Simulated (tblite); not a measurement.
Species: C4H8S2 (charge -1 and doublet state).
Numbering: `[CH3:1][CH2:2][S:3][C:4]([CH3:5])[S-:6]` (hydrogens: H7, H8, H9 on C1; H10, H11 on C2; H12, H13, H14 on C5)

The geometry is computed with GFN2-xTB (gas phase). This method treats the open shell by occupation alone, without spin polarisation.

Problem. What internal coordinates does the optimisation give?

Solution. 
```tsv
bond	length (pm)	order
C1–C2	151.3	single
C2–S3	187.2	single
S3–C4	175.0	single
C4–C5	149.8	single
C4–S6	169.2	single
C1–H7, C1–H8, C1–H9	109.0	single
C2–H10, C2–H11	109.2	single
C5–H12, C5–H13, C5–H14	109.4	single
```

Bonds in one row agree within 1 pm and their mean is given. Orders are formal, as drawn. A selection of angles:
```tsv
angle	degrees
C2–C1–H7	111.2
C2–C1–H8	110.2
H7–C1–H8	109.1
H8–C1–H9	108.2
C1–C2–S3	110.6
C1–C2–H10	111.3
S3–C2–H10	106.5
S3–C2–H11	105.9
H10–C2–H11	109.8
C2–S3–C4	100.8
S3–C4–C5	115.2
S3–C4–S6	122.7
C5–C4–S6	120.3
C4–C5–H12	112.1
C4–C5–H13	109.5
H12–C5–H13	107.9
H13–C5–H14	109.2
```

Torsions: C1–C2–S3–C4 76° (synclinal); C2–S3–C4–C5 111° (anticlinal). The mirror-image conformer, all signs reversed, is as good.

S3 (sulfur bonded to 2 C) is bent (angle 100.8°). C4 (carbon bonded to C and 2 S) is almost planar (angles 122.7°, 120.3° and 115.2°, sum 358.3°, 0.13 Å off the plane of its three neighbours). The 3 C–S bonds span 1.692 Å (C4–S6, drawn single) to 1.872 Å (C2–S3, drawn single), a spread of 0.180 Å. Of the pairs four or more bonds apart, S6···H9 is among the closest relative to their van der Waals radii: 2.70 Å, 90 % of the sum of Bondi's values.

Point group: C1 (no symmetry element, even within 0.4 Å). Its GFN2-xTB frequencies are all real (lowest 28 cm⁻¹). Whether the extra electron is bound in the gas phase wasn't checked; a finite basis holds it in any case. 3 starts were optimised and ended at 0.00, 0.12 and 1.15 kcal/mol (GFN2-xTB); the lowest of these is shown.
